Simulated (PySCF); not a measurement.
# One shape, several levels: C3H8 (propane)

Aim: a comparison of 6 runs (B3LYP/6-31G*, BLYP/def2-SVP, CAM-B3LYP/def2-SVP, r2SCAN/def2-SVP, revPBE/def2-SVP, SCS-MP2/def2-SVP) of C3H8 (propane). Input form: a Python script.

The results are computed with PySCF 2.14.0.

2 further runs of the same task are left out: 2 set aside as unsound or not needed.

## 1. The system as given

The species is C3H8 (11 atoms), meant as a singlet with charge 0. As SMILES, `CCC`. The C1–H6 distance was set to 1.967 Å, away from the relaxed value. At this shape a bond of the SMILES string is far longer than usual.

Bond lengths: C1–C2 1.519 Å, C2–C3 1.519 Å, C1–H4 1.094 Å, C1–H5 1.094 Å, C2–H7 1.095 Å, C2–H8 1.095 Å, C3–H9 1.093 Å, C3–H10 1.094 Å, C3–H11 1.094 Å. Some angles: C1–C2–C3 112.7°, C1–C2–H7 109.5°, C1–C2–H8 109.5°, C3–C2–H7 109.5°, C3–C2–H8 109.5°, C2–C1–H4 111.1°, C2–C1–H5 111.1°, C2–C3–H9 111.7°, C2–C3–H10 111.0°, C2–C3–H11 111.1°.

## 2. A single-point energy at B3LYP/6-31G(d) (spherical functions) (run 1)

input.py

```python
from pyscf import gto, dft

mol = gto.Mole()
mol.atom = '''
C   -0.233118   0.123558  -0.867868
C    0.475382  -0.415642   0.363232
C    1.523682  -1.462142   0.025132
H   -0.741018  -0.678142  -1.411668
H    0.477082   0.588258  -1.557968
H   -1.581700   1.475200  -0.396800
H    0.946382   0.411358   0.905332
H   -0.261618  -0.845442   1.050032
H    2.022382  -1.838542   0.921432
H    2.292082  -1.049542  -0.635068
H    1.074382  -2.316442  -0.489568
'''
mol.max_memory = 1860
mol.charge = 0
mol.spin = 0
mol.basis = '6-31g*'
mol.verbose = 3
mol.build()

mf = dft.RKS(mol)
mf.xc = 'b3lyp'
mf.conv_tol = 1e-10
mf.grids.level = 5
mf.kernel()
if not mf.converged:
    mf = mf.newton().run(mf.mo_coeff, mf.mo_occ)

e_final = mf.e_tot
print('E = %.10f Eh' % e_final)
```

Run with:

```bash
$ OMP_NUM_THREADS=1 python input.py
```

Output:

```text
converged SCF energy = -119.018995253271
E = -119.0189952533 Eh
```

Run time: 17 s. Hardware: 1 thread of Intel Xeon at 2.70GHz, shared host; peak memory 0.31 GiB.

## 3. A single-point energy at BLYP/def2-SVP (run 2)

geometry.xyz

```xyz
11

C     -0.233118     0.123558    -0.867868
C      0.475382    -0.415642     0.363232
C      1.523682    -1.462142     0.025132
H     -0.741018    -0.678142    -1.411668
H      0.477082     0.588258    -1.557968
H     -1.581700     1.475200    -0.396800
H      0.946382     0.411358     0.905332
H     -0.261618    -0.845442     1.050032
H      2.022382    -1.838542     0.921432
H      2.292082    -1.049542    -0.635068
H      1.074382    -2.316442    -0.489568
```

job.py

```python
from pyscf import gto, dft

system = gto.M(
    atom='geometry.xyz',
    charge=0,
    verbose=3,
    spin=0,
    max_memory=1860,
    basis='def2-svp',
)

mf = dft.RKS(system, xc='blyp')
mf.grids.level = 5
mf.conv_tol = 1e-10
mf.kernel()
if not mf.converged:
    mf = mf.newton().run(mf.mo_coeff, mf.mo_occ)

e_final = mf.e_tot
print('E(%s) = %.9f' % ('BLYP', e_final))
```

Run with:

```bash
$ OMP_NUM_THREADS=1 python job.py
```

Output:

```text
converged SCF energy = -118.847415928179
E(BLYP) = -118.847415928
```

It took 22 s on 1 thread of Intel Xeon at 2.70GHz, shared host; peak memory 0.4 GiB.

Runs 3 to 5 aren't shown in full; the table further down has their settings and results.

## 4. The energy at SCS-MP2/def2-SVP (run 6)

calc.py

```python
from pyscf import gto, scf, mp

mol = gto.Mole()
mol.atom = '''
C   -0.233118   0.123558  -0.867868
C    0.475382  -0.415642   0.363232
C    1.523682  -1.462142   0.025132
H   -0.741018  -0.678142  -1.411668
H    0.477082   0.588258  -1.557968
H   -1.581700   1.475200  -0.396800
H    0.946382   0.411358   0.905332
H   -0.261618  -0.845442   1.050032
H    2.022382  -1.838542   0.921432
H    2.292082  -1.049542  -0.635068
H    1.074382  -2.316442  -0.489568
'''
mol.basis = 'def2-svp'
mol.spin = 0
mol.max_memory = 1860
mol.verbose = 3
mol.build()

myscf = scf.RHF(mol)
myscf.conv_tol = 1e-10
myscf.kernel()
if not myscf.converged:
    myscf = myscf.newton().run(myscf.mo_coeff, myscf.mo_occ)

pt = mp.MP2(myscf, frozen=3).run()
e_tot = myscf.e_tot + 1.2 * pt.e_corr_os + pt.e_corr_ss / 3
print('Final energy', e_tot)
```

Run with:

```bash
$ OMP_NUM_THREADS=1 python calc.py
```

Output:

```text
converged SCF energy = -118.041065847077
E(RMP2) = -118.495839441824  E_corr = -0.45477359474624
E(SCS-RMP2) = -118.505366340434  E_corr = -0.464300493356703
Final energy -118.50536634043411
```

Wall time 1.9 s (1 thread of Intel Xeon at 2.70GHz, shared host); peak memory 0.18 GiB.

## 5. All runs side by side

```csv
run,level,integration grid,frozen core orbitals,energy (Eh),dipole moment (D) of the reference,HOMO energy (eV),LUMO energy (eV),wall time
1,B3LYP/6-31G* (spherical functions),5,–,-119.018995,1.46,-7.20,-1.33,17 s
2,BLYP/def2-SVP,5,–,-118.847416,1.42,-6.36,-2.22,22 s
3,CAM-B3LYP/def2-SVP,5,–,-118.845528,1.37,-8.88,-0.21,29 s
4,r2SCAN/def2-SVP,5,–,-118.845865,1.42,-6.75,-2.19,54 s
5,revPBE/def2-SVP,5,–,-118.897307,1.38,-6.48,-2.28,22 s
6,SCS-MP2/def2-SVP,–,3,-118.505366,1.82,-9.91,2.37,1.9 s
```

## 6. Results

| quantity | value |
| --- | --- |
| run 6: total energy | -118.50537 Eh |
| run 6: dipole moment (Hartree–Fock density) | 1.82 D |
| run 6: HOMO energy (Hartree–Fock orbitals) | -9.91 eV |
| run 6: LUMO energy (Hartree–Fock orbitals) | 2.37 eV |
| run 6: HOMO–LUMO gap (Hartree–Fock orbitals) | 12.28 eV |
| run 6: correlation energy (3 core orbitals frozen) | -464.3 mEh |

In words: Over runs 1, 2, 3, 4, 5 the dipole moment (its size) runs from 1.37 D (CAM-B3LYP/def2-SVP) to 1.46 D (B3LYP/6-31G*). The two ends differ in method and basis. Over runs 1, 2, 3, 4, 5 the HOMO–LUMO gap runs from 4.14 eV (BLYP/def2-SVP) to 8.67 eV (CAM-B3LYP/def2-SVP). Totals of different functionals can't be ranked against each other. In runs 1, 2, 3, 4, 5, 6 a closed-shell determinant meets a far-stretched bond, which it describes badly. All runs together took 2.4 min, the longest 54 s.
